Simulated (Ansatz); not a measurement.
Ansatz (a program for electronic structure) input (RPA@PBE/cc-pVQZ):

Ansatz 0.2 input:
```yaml
crystal:
  periodic: [false, false, false]
  atoms:
    - {symbol: C, position_ang: [-0.16649132, 0.77560483, 0.01113563]}
    - {symbol: O, position_ang: [-0.09158675, -0.73334912, -0.01012874]}
    - {symbol: H, position_ang: [0.83810554, -1.00422090, -0.01541851]}
    - {symbol: H, position_ang: [0.44817495, 1.09642783, 0.89008978]}
    - {symbol: H, position_ang: [0.44536144, 1.12095706, -0.86045513]}
basis:
  gaussian:
    orbitals: cc-pVQZ
hamiltonian:
  xc: pbe
total_charge: -1
magnetization: {spin_polarized: false}
correlation: {method: rpa, electrons: outside_noble_gas}
```

Output:

```
Functional definition: PBE
integrals: 0.32 GiB planned
1185 factors; integrals over basis functions are off by at most 8.5e-4 eV
mean field: 0.88 GiB planned
mean field evaluation 1: about -3124.8252 eV, gradient 3.7e1 eV
mean field evaluation 2: about -3124.8276 eV, gradient 3.7e1 eV
mean field evaluation 4: about -3127.4265 eV, gradient 1.6e1 eV
mean field evaluation 8: about -3128.0746 eV, gradient 6.1e-1 eV
mean field evaluation 16: about -3128.0746 eV, gradient 2.5e-5 eV
mean field -3128.07462435 eV, -114.9546221599 hartree, gradient 3.6e-6 eV, S^2 0.000000; 0 other end points of the search recorded, 0 dependent functions left out
2 core orbitals not correlated
reference -3112.32748974 eV, -114.3759256365 hartree; 7, 7 occupied and 191, 191 virtual orbitals, 1185 factors
Total energy: -3133.02145067 eV, -115.1364146738 hartree
```

It need not be the lowest isomer of its formula. Whether it binds its extra electron was not tested at this geometry.
